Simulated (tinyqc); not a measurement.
Inside a calculation (part 1 of 2). Method: CCD on RHF in the sto-3g basis, for BH2+, spin multiplicity 1. Computed by tinyqc, a small Python program that keeps every step (integrals from PySCF). Settings: charge = 1, multiplicity = 1, basis = sto-3g, method = RHF, energy threshold = 1e-10, iteration cap = 71, orthogonalisation = symmetric, start = atomic densities, DIIS depth = 6, amplitude equations = CCD, DIIS depth for amplitudes = 4, cap on updates = 65. Command: `OMP_NUM_THREADS=1 python tinyqc.py 22563 22564 out.jsonl` (the two numbers bound the seeds that draw the settings). One thread of a shared host (Intel(R) Xeon(R) Processor @ 2.60GHz), about 0.1 s of CPU time with the checks. The early iterations of the SCF are left out here.

## One-electron integrals

Geometry (angstrom):

| atom | x | y | z |
|---|---|---|---|
| B | 0.00000 | 0.00000 | 0.00000 |
| H | 0.00000 | 0.95500 | 0.55300 |
| H | 0.00000 | -0.95500 | 0.55300 |

Basis sto-3g: exponents (1/bohr^2) and contraction coefficients of normalised primitives:

| element | l (shell) | exponent | coefficient |
|---|---|---|---|
| B | s (1) | 48.79111 | 0.15433 |
| B | s (1) | 8.88736 | 0.53533 |
| B | s (1) | 2.40527 | 0.44463 |
| B | s (2) | 2.23696 | -0.09997 |
| B | s (2) | 0.51982 | 0.39951 |
| B | s (2) | 0.16906 | 0.70012 |
| B | p (3) | 2.23696 | 0.15592 |
| B | p (3) | 0.51982 | 0.60768 |
| B | p (3) | 0.16906 | 0.39196 |
| H | s (1) | 3.42525 | 0.15433 |
| H | s (1) | 0.62391 | 0.53533 |
| H | s (1) | 0.16886 | 0.44463 |

Overlap, kinetic and nuclear-attraction integrals over the contracted functions; the nuclear repulsion is the sum of Za Zb / Rab.

nuclear repulsion = 5.0722601 hartree

overlap S:
```
          1B 1s    1B 2s   1B 2px    1B 2py   1B 2pz    2H 1s     3H 1s
1B 1s   1.00000  0.26933  0.00000   0.00000  0.00000  0.08103   0.08103
1B 2s   0.26933  1.00000  0.00000   0.00000  0.00000  0.52130   0.52130
1B 2px  0.00000  0.00000  1.00000   0.00000  0.00000  0.00000   0.00000
1B 2py  0.00000  0.00000  0.00000   1.00000  0.00000  0.44627  -0.44627
1B 2pz  0.00000  0.00000  0.00000   0.00000  1.00000  0.25841   0.25841
2H 1s   0.08103  0.52130  0.00000   0.44627  0.25841  1.00000   0.13795
3H 1s   0.08103  0.52130  0.00000  -0.44627  0.25841  0.13795   1.00000
```

kinetic energy T (hartree):
```
           1B 1s     1B 2s   1B 2px    1B 2py   1B 2pz     2H 1s     3H 1s
1B 1s   10.82630  -0.04797  0.00000   0.00000  0.00000  -0.01194  -0.01194
1B 2s   -0.04797   0.35917  0.00000   0.00000  0.00000   0.11155   0.11155
1B 2px   0.00000   0.00000  1.12388   0.00000  0.00000   0.00000   0.00000
1B 2py   0.00000   0.00000  0.00000   1.12388  0.00000   0.23849  -0.23849
1B 2pz   0.00000   0.00000  0.00000   0.00000  1.12388   0.13810   0.13810
2H 1s   -0.01194   0.11155  0.00000   0.23849  0.13810   0.76003  -0.00875
3H 1s   -0.01194   0.11155  0.00000  -0.23849  0.13810  -0.00875   0.76003
```

nuclear attraction V (hartree):
```
            1B 1s     1B 2s    1B 2px    1B 2py    1B 2pz     2H 1s     3H 1s
1B 1s   -24.10643  -3.39766   0.00000   0.00000  -0.02166  -1.03654  -1.03654
1B 2s    -3.39766  -4.68352   0.00000   0.00000  -0.17860  -2.22818  -2.22818
1B 2px    0.00000   0.00000  -4.56198   0.00000   0.00000   0.00000   0.00000
1B 2py    0.00000   0.00000   0.00000  -4.76775   0.00000  -1.80747   1.80747
1B 2pz   -0.02166  -0.17860   0.00000   0.00000  -4.63097  -1.08864  -1.08864
2H 1s    -1.03654  -2.22818   0.00000  -1.80747  -1.08864  -3.85209  -0.57976
3H 1s    -1.03654  -2.22818   0.00000   1.80747  -1.08864  -0.57976  -3.85209
```

core Hamiltonian H = T + V (hartree):
```
            1B 1s     1B 2s    1B 2px    1B 2py    1B 2pz     2H 1s     3H 1s
1B 1s   -13.28013  -3.44563   0.00000   0.00000  -0.02166  -1.04848  -1.04848
1B 2s    -3.44563  -4.32435   0.00000   0.00000  -0.17860  -2.11663  -2.11663
1B 2px    0.00000   0.00000  -3.43810   0.00000   0.00000   0.00000   0.00000
1B 2py    0.00000   0.00000   0.00000  -3.64387   0.00000  -1.56898   1.56898
1B 2pz   -0.02166  -0.17860   0.00000   0.00000  -3.50709  -0.95055  -0.95055
2H 1s    -1.04848  -2.11663   0.00000  -1.56898  -0.95055  -3.09206  -0.58852
3H 1s    -1.04848  -2.11663   0.00000   1.56898  -0.95055  -0.58852  -3.09206
```

## Two-electron integrals

Functions are numbered as in S; the eight-fold symmetry (ij|kl) = (ji|kl) = (kl|ij) leaves the list below.

Two-electron integrals (ij|kl) in chemists' order, unique and non-zero (hartree):
```
(11|11) 2.92351    (21|11) 0.51838    (21|21) 0.10926    (22|11) 0.74423
(22|21) 0.19318    (22|22) 0.54480    (31|31) 0.02026    (32|31) 0.03000
(32|32) 0.12035    (33|11) 0.74249    (33|21) 0.19324    (33|22) 0.54468
(33|33) 0.58677    (41|41) 0.02026    (42|41) 0.03000    (42|42) 0.12035
(43|43) 0.03163    (44|11) 0.74249    (44|21) 0.19324    (44|22) 0.54468
(44|33) 0.52351    (44|44) 0.58677    (51|51) 0.02026    (52|51) 0.03000
(52|52) 0.12035    (53|53) 0.03163    (54|54) 0.03163    (55|11) 0.74249
(55|21) 0.19324    (55|22) 0.54468    (55|33) 0.52351    (55|44) 0.52351
(55|55) 0.58677    (61|11) 0.15633    (61|21) 0.03279    (61|22) 0.05798
(61|33) 0.05770    (61|41) 0.00210    (61|42) 0.00381    (61|44) 0.05837
(61|51) 0.00122    (61|52) 0.00220    (61|54) 0.00039    (61|55) 0.05792
(61|61) 0.01016    (62|11) 0.32401    (62|21) 0.08511    (62|22) 0.25802
(62|33) 0.25120    (62|41) 0.00812    (62|42) 0.04614    (62|44) 0.26636
(62|51) 0.00470    (62|52) 0.02672    (62|54) 0.00878    (62|55) 0.25628
(62|61) 0.02715    (62|62) 0.15859    (63|31) 0.00921    (63|32) 0.04113
(63|43) 0.00901    (63|53) 0.00522    (63|63) 0.01926    (64|11) 0.24606
(64|21) 0.06558    (64|22) 0.20983    (64|33) 0.19862    (64|41) 0.01470
(64|42) 0.07591    (64|44) 0.22817    (64|51) 0.00318    (64|52) 0.02014
(64|54) 0.01189    (64|55) 0.20249    (64|61) 0.02213    (64|62) 0.15170
(64|64) 0.16141    (65|11) 0.14249    (65|21) 0.03797    (65|22) 0.12150
(65|33) 0.11501    (65|41) 0.00318    (65|42) 0.02014    (65|44) 0.12169
(65|51) 0.01105    (65|52) 0.05279    (65|54) 0.01288    (65|55) 0.12769
(65|61) 0.01281    (65|62) 0.08784    (65|64) 0.08231    (65|65) 0.06692
(66|11) 0.46869    (66|21) 0.12547    (66|22) 0.42533    (66|33) 0.39989
(66|41) 0.01597    (66|42) 0.11531    (66|44) 0.45675    (66|51) 0.00925
(66|52) 0.06677    (66|54) 0.03293    (66|55) 0.41895    (66|61) 0.04108
(66|62) 0.31938    (66|64) 0.33443    (66|65) 0.19365    (66|66) 0.77461
(71|11) 0.15633    (71|21) 0.03279    (71|22) 0.05798    (71|33) 0.05770
(71|41) -0.00210   (71|42) -0.00381   (71|44) 0.05837    (71|51) 0.00122
(71|52) 0.00220    (71|54) -0.00039   (71|55) 0.05792    (71|61) 0.00969
(71|62) 0.02483    (71|64) 0.01805    (71|65) 0.01172    (71|66) 0.03624
(71|71) 0.01016    (72|11) 0.32401    (72|21) 0.08511    (72|22) 0.25802
(72|33) 0.25120    (72|41) -0.00812   (72|42) -0.04614   (72|44) 0.26636
(72|51) 0.00470    (72|52) 0.02672    (72|54) -0.00878   (72|55) 0.25628
(72|61) 0.02483    (72|62) 0.11118    (72|64) 0.07700    (72|65) 0.06005
(72|66) 0.17563    (72|71) 0.02715    (72|72) 0.15859    (73|31) 0.00921
(73|32) 0.04113    (73|43) -0.00901   (73|53) 0.00522    (73|63) 0.01249
(73|73) 0.01926    (74|11) -0.24606   (74|21) -0.06558   (74|22) -0.20983
(74|33) -0.19862   (74|41) 0.01470    (74|42) 0.07591    (74|44) -0.22817
(74|51) -0.00318   (74|52) -0.02014   (74|54) 0.01189    (74|55) -0.20249
(74|61) -0.01805   (74|62) -0.07700   (74|64) -0.04234   (74|65) -0.04072
(74|66) -0.11191   (74|71) -0.02213   (74|72) -0.15170   (74|74) 0.16141
(75|11) 0.14249    (75|21) 0.03797    (75|22) 0.12150    (75|33) 0.11501
(75|41) -0.00318   (75|42) -0.02014   (75|44) 0.12169    (75|51) 0.01105
(75|52) 0.05279    (75|54) -0.01288   (75|55) 0.12769    (75|61) 0.01172
(75|62) 0.06005    (75|64) 0.04072    (75|65) 0.04418    (75|66) 0.10006
(75|71) 0.01281    (75|72) 0.08784    (75|74) -0.08231   (75|75) 0.06692
(76|11) 0.08388    (76|21) 0.02200    (76|22) 0.06716    (76|33) 0.06528
(76|44) 0.06759    (76|51) 0.00206    (76|52) 0.01169    (76|55) 0.06854
(76|61) 0.00678    (76|62) 0.03598    (76|64) 0.02981    (76|65) 0.02172
(76|66) 0.06616    (76|71) 0.00678    (76|72) 0.03598    (76|74) -0.02981
(76|75) 0.02172    (76|76) 0.00996    (77|11) 0.46869    (77|21) 0.12547
(77|22) 0.42533    (77|33) 0.39989    (77|41) -0.01597   (77|42) -0.11531
(77|44) 0.45675    (77|51) 0.00925    (77|52) 0.06677    (77|54) -0.03293
(77|55) 0.41895    (77|61) 0.03624    (77|62) 0.17563    (77|64) 0.11191
(77|65) 0.10006    (77|66) 0.27575    (77|71) 0.04108    (77|72) 0.31938
(77|74) -0.33443   (77|75) 0.19365    (77|76) 0.06616    (77|77) 0.77461
```

## Orthogonalisation

S = U s U^T; symmetric (Loewdin) form X = U s^(-1/2) U^T, so that X^T S X = 1.

eigenvalues of S: 0.22926  0.29616  0.85707  1.00000  1.09160  1.56590  1.96001

X:
```
           1B 1s     1B 2s   1B 2px    1B 2py    1B 2pz     2H 1s     3H 1s
1B 1s    1.03201  -0.17166  0.00000   0.00000  -0.01472   0.02790   0.02790
1B 2s   -0.17166   1.39356  0.00000   0.00000   0.17694  -0.42134  -0.42134
1B 2px   0.00000   0.00000  1.00000   0.00000   0.00000   0.00000   0.00000
1B 2py   0.00000   0.00000  0.00000   1.26194   0.00000  -0.36497   0.36497
1B 2pz  -0.01472   0.17694  0.00000   0.00000   1.08582  -0.20506  -0.20506
2H 1s    0.02790  -0.42134  0.00000  -0.36497  -0.20506   1.35171  -0.02304
3H 1s    0.02790  -0.42134  0.00000   0.36497  -0.20506  -0.02304   1.35171
```

## Iteration 7 (converged): orbitals

converged F (hartree):
```
           1B 1s     1B 2s    1B 2px    1B 2py    1B 2pz     2H 1s     3H 1s
1B 1s   -7.96731  -2.31602   0.00000   0.00000   0.00925  -0.70916  -0.70916
1B 2s   -2.31602  -1.48667   0.00000   0.00000  -0.16071  -0.84425  -0.84425
1B 2px   0.00000   0.00000  -0.19397   0.00000   0.00000   0.00000   0.00000
1B 2py   0.00000   0.00000   0.00000  -0.71424   0.00000  -0.53248   0.53248
1B 2pz   0.00925  -0.16071   0.00000   0.00000  -0.28636  -0.27241  -0.27241
2H 1s   -0.70916  -0.84425   0.00000  -0.53248  -0.27241  -0.80721  -0.25307
3H 1s   -0.70916  -0.84425   0.00000   0.53248  -0.27241  -0.25307  -0.80721
```

Diagonalise F' = X^T F X, C = X C', fill 3 alpha and 3 beta electrons from the bottom; D = 2 C_occ C_occ^T. Each column has its largest component positive (the first on a tie).

F' = X^T F X (hartree):
```
          1         2         3         4         5         6         7
1  -7.77666  -1.16676   0.00000   0.00000   0.00966  -0.12023  -0.12023
2  -1.16676  -0.62017   0.00000   0.00000   0.06164  -0.47989  -0.47989
3   0.00000   0.00000  -0.19397   0.00000   0.00000   0.00000   0.00000
4   0.00000   0.00000   0.00000  -0.30407   0.00000  -0.45864   0.45864
5   0.00966   0.06164   0.00000   0.00000  -0.16846  -0.21767  -0.21767
6  -0.12023  -0.47989   0.00000  -0.45864  -0.21767  -0.23482  -0.06593
7  -0.12023  -0.47989   0.00000   0.45864  -0.21767  -0.06593  -0.23482
```

orbital energies (hartree): MO1 -7.97197, MO2 -1.04176, MO3 -0.88861, MO4 -0.26546, MO5 -0.19397, MO6 0.41316, MO7 0.41564

coefficients C:
```
             MO1       MO2       MO3       MO4      MO5       MO6       MO7
1B 1s    0.99205  -0.23580   0.00000   0.13264  0.00000  -0.19732   0.00000
1B 2s    0.03185   0.61494   0.00000  -0.56394  0.00000   1.28866   0.00000
1B 2px   0.00000   0.00000   0.00000   0.00000  1.00000   0.00000   0.00000
1B 2py   0.00000   0.00000   0.59189   0.00000  0.00000   0.00000   1.22823
1B 2pz   0.00219   0.13631   0.00000   0.82449  0.00000   0.77219   0.00000
2H 1s   -0.00583   0.30621   0.37967   0.18308  0.00000  -0.98779  -0.96645
3H 1s   -0.00583   0.30621  -0.37967   0.18308  0.00000  -0.98779   0.96645
```

D after iteration 7:
```
           1B 1s     1B 2s   1B 2px    1B 2py    1B 2pz     2H 1s     3H 1s
1B 1s    2.07951  -0.22680  0.00000   0.00000  -0.05995  -0.15598  -0.15598
1B 2s   -0.22680   0.75832  0.00000   0.00000   0.16778   0.37623   0.37623
1B 2px   0.00000   0.00000  0.00000   0.00000   0.00000   0.00000   0.00000
1B 2py   0.00000   0.00000  0.00000   0.70067   0.00000   0.44944  -0.44944
1B 2pz  -0.05995   0.16778  0.00000   0.00000   0.03717   0.08345   0.08345
2H 1s   -0.15598   0.37623  0.00000   0.44944   0.08345   0.47589  -0.10070
3H 1s   -0.15598   0.37623  0.00000  -0.44944   0.08345  -0.10070   0.47589
```

## Convergence

Stop when the energy changes by less than 1e-10 hartree and every element of the error matrix X^T (F D S - S D F) X is below 3e-06.

Course of the cycle:

| iteration | E (hartree) | change | largest element of the error matrix |
|---|---|---|---|
| 1 | -22.7363116 | - | 6.08e-01 |
| 2 | -25.1029068 | -2.37e+00 | 6.86e-02 |
| 3 | -25.1124911 | -9.58e-03 | 1.79e-02 |
| 4 | -25.1135407 | -1.05e-03 | 3.49e-03 |
| 5 | -25.1135721 | -3.14e-05 | 3.80e-04 |
| 6 | -25.1135724 | -3.34e-07 | 5.73e-06 |
| 7 | -25.1135724 | -5.10e-11 | 1.10e-07 |

PySCF RHF in the same basis = -25.1135724 hartree

Converged in 7 iterations.

## Integrals over molecular orbitals

(pq|rs) = sum C_ip C_jq C_kr C_ls (ij|kl), one index at a time.

one-electron integrals over orbitals h = C^T H C (hartree):
```
           1         2         3         4         5         6         7
1  -13.26639   0.28809   0.00000  -0.18685   0.00000   0.19922   0.00000
2    0.28809  -3.60844   0.00000   0.02830   0.00000  -0.48818   0.00000
3    0.00000   0.00000  -3.40866   0.00000   0.00000   0.00000  -0.48004
4   -0.18685   0.02830   0.00000  -3.36450   0.00000  -0.22132   0.00000
5    0.00000   0.00000   0.00000   0.00000  -3.43810   0.00000   0.00000
6    0.19922  -0.48818   0.00000  -0.22132   0.00000  -2.70854   0.00000
7    0.00000   0.00000  -0.48004   0.00000   0.00000   0.00000  -2.72402
```

Two-electron integrals over orbitals (pq|rs), unique and non-zero (hartree):
```
(11|11) 2.89042    (21|11) -0.25697   (21|21) 0.03659    (22|11) 0.63321
(22|21) -0.00723   (22|22) 0.50129    (31|31) 0.00984    (32|31) 0.01678
(32|32) 0.14706    (33|11) 0.59200    (33|21) -0.00356   (33|22) 0.49131
(33|33) 0.51034    (41|11) 0.14360    (41|21) -0.01698   (41|22) 0.01598
(41|33) 0.00768    (41|41) 0.02693    (42|11) -0.05334   (42|21) 0.00701
(42|22) 0.03552    (42|33) 0.01978    (42|41) 0.01361    (42|42) 0.06287
(43|31) -0.00295   (43|32) 0.01367    (43|43) 0.02829    (44|11) 0.71917
(44|21) -0.01367   (44|22) 0.44544    (44|33) 0.44396    (44|41) -0.01164
(44|42) -0.06354   (44|44) 0.60087    (51|51) 0.02172    (52|51) 0.02171
(52|52) 0.07366    (53|53) 0.02113    (54|51) -0.01212   (54|52) -0.03091
(54|54) 0.04483    (55|11) 0.74200    (55|21) -0.00980   (55|22) 0.47991
(55|33) 0.45841    (55|41) 0.00502    (55|42) -0.02634   (55|44) 0.51574
(55|55) 0.58677    (61|11) -0.20588   (61|21) 0.03209    (61|22) 0.00031
(61|33) -0.00033   (61|41) -0.00482   (61|42) 0.01355    (61|44) -0.01809
(61|55) -0.00499   (61|61) 0.03367    (62|11) 0.19381    (62|21) -0.00675
(62|22) 0.04358    (62|33) 0.00947    (62|41) 0.01293    (62|42) -0.00197
(62|44) 0.05996    (62|55) 0.09412    (62|61) 0.00043    (62|62) 0.08691
(63|31) 0.00005    (63|32) -0.07013   (63|43) -0.01891   (63|63) 0.07385
(64|11) 0.07159    (64|21) 0.00044    (64|22) 0.02139    (64|33) 0.00483
(64|41) 0.00548    (64|42) 0.00524    (64|44) 0.03252    (64|55) 0.02860
(64|61) 0.00390    (64|62) 0.03962    (64|64) 0.02538    (65|51) 0.01824
(65|52) 0.05441    (65|54) -0.01575   (65|65) 0.04806    (66|11) 0.64398
(66|21) -0.00668   (66|22) 0.51334    (66|33) 0.50075    (66|41) 0.02376
(66|42) 0.05920    (66|44) 0.42443    (66|55) 0.47011    (66|61) 0.00541
(66|62) 0.02855    (66|64) 0.01843    (66|66) 0.56439    (71|31) 0.01476
(71|32) 0.02125    (71|43) -0.00524   (71|63) 0.00077    (71|71) 0.02242
(72|31) 0.00630    (72|32) -0.02769   (72|43) -0.03025   (72|63) 0.05152
(72|71) 0.00949    (72|72) 0.05394    (73|11) 0.20501    (73|21) -0.00740
(73|22) 0.01893    (73|33) 0.01923    (73|41) -0.00270   (73|42) -0.05196
(73|44) 0.10160    (73|55) 0.09304    (73|61) -0.00813   (73|62) 0.06520
(73|64) 0.02599    (73|66) -0.01872   (73|73) 0.10623    (74|31) -0.01022
(74|32) -0.06933   (74|43) 0.01304    (74|63) 0.03433    (74|71) -0.01445
(74|72) 0.00311    (74|74) 0.05609    (75|53) 0.01612    (75|75) 0.01757
(76|31) 0.01062    (76|32) 0.11756    (76|43) 0.02567    (76|63) -0.08083
(76|71) 0.01324    (76|72) -0.05047   (76|74) -0.05257   (76|76) 0.12217
(77|11) 0.67006    (77|21) -0.00973   (77|22) 0.48501    (77|33) 0.50606
(77|41) 0.00400    (77|42) 0.00308    (77|44) 0.47709    (77|55) 0.47173
(77|61) -0.00795   (77|62) 0.00650    (77|64) 0.00119    (77|66) 0.50486
(77|73) 0.02826    (77|77) 0.53216
```

## CCD: starting amplitudes

t_ij^ab = <ij||ab> / (e_i + e_j - e_a - e_b), whose energy is MP2.

Starting amplitudes (spin orbitals 1a, 1b, ...; amplitudes related by a flip of all spins are not repeated; the 24 largest):

| from | to | t |
|---|---|---|
| 2a 2b | 5a 5b | -0.04344 |
| 3a 3b | 7a 7b | -0.04072 |
| 2a 2b | 4a 4b | -0.04050 |
| 2a 2b | 6a 6b | -0.02987 |
| 3a 3b | 6a 6b | -0.02837 |
| 2a 3b | 4a 7b | 0.02497 |
| 2a 3b | 6a 7b | -0.02363 |
| 3a 3b | 4a 4b | -0.02270 |
| 2a 3b | 6b 7a | 0.01867 |
| 2a 2b | 7a 7b | -0.01851 |
| 3a 3b | 5a 5b | -0.01521 |
| 2a 3b | 4b 7a | -0.01454 |
| 2a 3a | 4a 7a | 0.01044 |
| 3a 3b | 4a 6b | 0.00982 |
| 2a 3a | 6a 7a | -0.00496 |
| 1a 2b | 5a 5b | -0.00252 |
| 1a 1b | 6a 6b | -0.00201 |
| 1a 1b | 4a 4b | -0.00175 |
| 1a 2b | 4a 4b | -0.00160 |
| 1a 2b | 4b 6a | 0.00148 |
| 1a 2b | 4a 6b | -0.00141 |
| 1a 1b | 5a 5b | -0.00140 |
| 1a 1b | 7a 7b | -0.00134 |
| 1a 2b | 7a 7b | -0.00096 |

correlation energy = -0.0266339 hartree

## CCD: amplitude update 1

t_ij^ab D_ij^ab are set to the remaining terms of the spin-orbital equations, evaluated with the old amplitudes; for the doubles these are <ij||ab> + 1/2 <ab||ef> t_ij^ef + 1/2 <mn||ij> t_mn^ab + P(ij)P(ab) <mb||ej> t_im^ae + terms in t^2, D the orbital-energy denominators.

Amplitudes after update 1 (spin orbitals 1a, 1b, ...; amplitudes related by a flip of all spins are not repeated; the 24 largest):

| from | to | t |
|---|---|---|
| 2a 2b | 5a 5b | -0.05696 |
| 3a 3b | 7a 7b | -0.05223 |
| 2a 2b | 4a 4b | -0.05102 |
| 2a 2b | 6a 6b | -0.03688 |
| 3a 3b | 6a 6b | -0.03582 |
| 2a 3b | 4a 7b | 0.03324 |
| 2a 3b | 6a 7b | -0.03137 |
| 3a 3b | 4a 4b | -0.03013 |
| 2a 3b | 6b 7a | 0.02610 |
| 2a 2b | 7a 7b | -0.02385 |
| 2a 3b | 4b 7a | -0.02109 |
| 3a 3b | 4a 6b | 0.01618 |
| 3a 3b | 5a 5b | -0.01567 |
| 2a 3a | 4a 7a | 0.01216 |
| 2a 3a | 6a 7a | -0.00527 |
| 1a 2b | 5a 5b | -0.00266 |
| 1a 1b | 6a 6b | -0.00179 |
| 1a 2b | 4a 4b | -0.00167 |
| 1a 1b | 4a 4b | -0.00159 |
| 1a 2b | 4b 6a | 0.00154 |
| 1a 2b | 4a 6b | -0.00153 |
| 1a 1b | 5a 5b | -0.00129 |
| 1a 1b | 7a 7b | -0.00121 |
| 1a 2b | 7a 7b | -0.00106 |

correlation energy = -0.0345321 hartree

## CCD: amplitude update 2

As before.

Amplitudes after update 2 (spin orbitals 1a, 1b, ...; amplitudes related by a flip of all spins are not repeated; the 24 largest):

| from | to | t |
|---|---|---|
| 2a 2b | 5a 5b | -0.06151 |
| 3a 3b | 7a 7b | -0.05579 |
| 2a 2b | 4a 4b | -0.05379 |
| 2a 2b | 6a 6b | -0.03871 |
| 3a 3b | 6a 6b | -0.03798 |
| 2a 3b | 4a 7b | 0.03595 |
| 2a 3b | 6a 7b | -0.03366 |
| 3a 3b | 4a 4b | -0.03315 |
| 2a 3b | 6b 7a | 0.02856 |
| 2a 2b | 7a 7b | -0.02570 |
| 2a 3b | 4b 7a | -0.02368 |
| 3a 3b | 4a 6b | 0.01967 |
| 3a 3b | 5a 5b | -0.01373 |
| 2a 3a | 4a 7a | 0.01227 |
| 2a 3a | 6a 7a | -0.00510 |
| 1a 2b | 5a 5b | -0.00262 |
| 1a 1b | 6a 6b | -0.00178 |
| 1a 2b | 4a 4b | -0.00163 |
| 1a 1b | 4a 4b | -0.00157 |
| 1a 2b | 4a 6b | -0.00154 |
| 1a 2b | 4b 6a | 0.00152 |
| 1a 1b | 5a 5b | -0.00127 |
| 1a 1b | 7a 7b | -0.00120 |
| 2a 2b | 4a 6b | 0.00107 |

correlation energy = -0.0369996 hartree
